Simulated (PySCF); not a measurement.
Dihydrogen phosphate, H₂O₄P (charge -1).
Numbering: `[O:1]=[P:2]([O-:3])([OH:4])[OH:5]` (hydrogens: H6 on O4; H7 on O5)

Method: PBE0-D3(BJ)/def2-SVP geometry optimisation, gas phase in PySCF.

(1) What internal coordinates does the optimisation give?

Results:

(1) 
| bond | length (pm) | order |
| --- | --- | --- |
| O1=P2, P2–O3 | 150.2 | double/single |
| P2–O4, P2–O5 | 167.2 | single |
| O4–H6, O5–H7 | 96.4 | single |

Bonds in one row agree within 1 pm and their mean is given. Orders are formal, as drawn. A selection of angles:
| angle | degrees |
| --- | --- |
| O1–P2–O3 | 126.0 |
| O1–P2–O4 | 108.5 |
| O1–P2–O5 | 105.1 |
| O4–P2–O5 | 100.6 |
| P2–O4–H6 | 102.2 |

Torsions: H6–O4–P2–O1 -145° (anticlinal); H7–O5–P2–O1 -7° (synperiplanar). The mirror-image conformer, all signs reversed, is as good.

P2 (phosphoryl phosphorus) has angles from 100.6° to 126.0°. The 4 O–P bonds span 1.502 Å (P2–O3, drawn single in one of several resonance forms) to 1.672 Å (P2–O5, drawn single), a spread of 0.170 Å. O4 (hydroxyl oxygen) is bent (angle 102.2°).

Point group: C2 (tolerance 0.08 Å). Whether it is a minimum is left open (no frequencies). The geometry's basis has no diffuse functions, a weakness for an anion. Torsions: O1–P2–O4–H -145°, O1–P2–O5–H -7°.

Time: 16 s of wall time. Hardware: x86-64 server, one thread, no GPU, shared host. These figures are those of the optimisation.
